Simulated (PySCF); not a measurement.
Isomers of C2H2F4, one GFN2-xTB conformer each. Single-point energies are computed at PBE0/pcSseg-1 (PySCF, gas phase, no added dispersion term), electronic only.

```json
{"SMILES": "FCC(F)(F)F", "GFN2-xTB relative energy (kJ/mol)": "0.0"}
{"SMILES": "FC(F)C(F)F", "GFN2-xTB relative energy (kJ/mol)": "19.2"}
```

Conformers: `[F:1][CH:2]([F:3])[CH:4]([F:5])[F:6]` with F1–C2–C4–F5 180°.

Q: What does PBE0/pcSseg-1 give for the same structures?

A: 
```json
{"SMILES": "FCC(F)(F)F", "PBE0/pcSseg-1 E (Eh)": "-476.28627", "PBE0/pcSseg-1 (kJ/mol)": "0.0", "GFN2-xTB (kJ/mol)": "0.0", "point group": "Cs"}
{"SMILES": "FC(F)C(F)F", "PBE0/pcSseg-1 E (Eh)": "-476.27689", "PBE0/pcSseg-1 (kJ/mol)": "24.6", "GFN2-xTB (kJ/mol)": "19.2", "point group": "C2h"}
```

Both levels put the same isomer lowest. 

Q: Which frontier levels, dipoles and rotational constants go with these structures?

A: 
```csv
SMILES,"HOMO (eV, PBE0/pcSseg-1)",LUMO (eV),dipole (D),"A, B, C (MHz)"
FCC(F)(F)F,-10.48,1.39,2.05,"5388, 2762, 2723"
FC(F)C(F)F,-9.84,1.61,0.01,"5249, 3057, 2044"
```
